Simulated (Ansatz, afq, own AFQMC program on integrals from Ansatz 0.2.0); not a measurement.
AFQMC on a folder of integrals that Ansatz 0.2.0 wrote.

```yaml
crystal:
  periodic: [false, false, false]
  atoms:
    - {symbol: C, position_ang: [-0.177297, 1.033641, -0.666987]}
    - {symbol: C, position_ang: [-0.231444, -0.354095, -0.130670]}
    - {symbol: C, position_ang: [1.030828, -0.744878, 0.630740]}
    - {symbol: O, position_ang: [-1.393670, -0.565561, 0.643552]}
    - {symbol: H, position_ang: [-1.109058, 1.516859, -0.973071]}
    - {symbol: H, position_ang: [0.771357, 1.507009, -0.932949]}
    - {symbol: H, position_ang: [-0.342645, -1.057747, -0.982343]}
    - {symbol: H, position_ang: [1.923111, -0.681203, -0.011017]}
    - {symbol: H, position_ang: [0.940293, -1.774317, 1.005268]}
    - {symbol: H, position_ang: [1.187092, -0.075274, 1.492664]}
    - {symbol: H, position_ang: [-1.387066, 0.093687, 1.347395]}
basis:
  gaussian: {orbitals: def2-TZVP}
magnetization: {spin_polarized: true, initial_magnetization: 1}
correlation: {method: ccsd_t, electrons: outside_noble_gas, hamiltonian_folder: ham}
```

```sh
$ ansatz run in.yaml --threads 1 --pin off --events-out ev --progress --plain --max-ram 24576MiB --backend cuda --devices 0, --max-vram 18GiB
```

afq runs on the folder ham with

```
--method phaseless --trial cisd --walkers 300 --populations 10 --least-time 60 --time-step 0.005 --steps-per-block 50 --equilibration-blocks 28 --max-blocks 4000 --target-error 0.0003 --factor-cut 1e-05 --start spin_pure --seed 775 --release-times 0.21,0.42,0.63,0.9 --release-step 0.03 --release-every 5 --taylor-order 6
```

Times are imaginary, in 1/Eh. The walk had a cap of 284 s. With eight or more populations the least sampling time is a fifth of least-time, and the error comes from their spread.

Output of the walk:

```
orbitals 162  electrons 13 12  factors 1153 of 1153
reference energy -192.56446382 Eh
CCSD correlation -0.75920526 Eh in 14 cycles, weight of the determinant in the CISD state 0.8005
energy of the start -193.322187 Eh
 block  time / (1/Eh)  mean weight  energy / Eh
     1     0.250  0.9990  -193.302261
     2     0.500  0.9988  -193.322786
     3     0.750  0.9994  -193.337243
     4     1.000  1.0006  -193.343746
     5     1.250  1.0007  -193.342888
     7     1.750  0.9982  -193.337979
     9     2.250  0.9990  -193.342473
    13     3.250  1.0010  -193.346327
    21     5.250  1.0002  -193.351653
    29     7.250  0.9982  -193.350600
    37     9.250  0.9993  -193.364217
    45    11.250  0.9993  -193.350099
    53    13.250  0.9983  -193.349889
    61    15.250  0.9988  -193.352582
    69    17.250  1.0005  -193.350788
    77    19.250  1.0022  -193.351917
    85    21.250  0.9987  -193.351480
    93    23.250  1.0013  -193.349653
   101    25.250  1.0005  -193.359128
   109    27.250  1.0029  -193.358237
   117    29.250  0.9972  -193.355247
   125    31.250  0.9997  -193.357512
   129    32.250  0.9991  -193.342071
   133    33.250  1.0008  -193.359006
   137    34.250  1.0008  -193.366044
   141    35.250  0.9998  -193.347902
   149    37.250  1.0000  -193.350765
   157    39.250  0.9990  -193.353660
   165    41.250  1.0003  -193.348067
   173    43.250  1.0004  -193.352983
   181    45.250  0.9999  -193.364371
   189    47.250  1.0001  -193.360005
   193    48.250  0.9982  -193.350281
error from the spread of 10 populations
released: time / (1/Eh)  energy / Eh  error  mean overlap
  0.21  -193.352837  0.000859  0.9905
  0.42  -193.353756  0.001238  0.9811
  0.63  -193.352956  0.000918  0.9756
  0.90  -193.355486  0.001920  0.9422
energy -193.352776 +/- 0.000634 Eh
(rows thinned)
```

The run passed its tests (sampling time, drift between the halves within three errors, error under three times the target), which doesn't prove that it has relaxed, ending at its cap on processor time.

Against this walk (error 17.2 meV) on the same determinant: CCSD(T) 46.0 meV higher. The error is statistical and leaves out the bias of the constraint. Released to 0.63 1/Eh the energy moves by -5 ± 30 meV (both errors), within twice the noise.

Cautions: constraint bias not in the error; error above the target (17.2 against 8.2 meV).

The walk took 4.8 min on 1 × NVIDIA H100 80GB HBM3 with 2 threads of AMD EPYC 7R13 Processor (Zen 3), on a shared host (the card was shared). The log's last line is the phaseless energy.
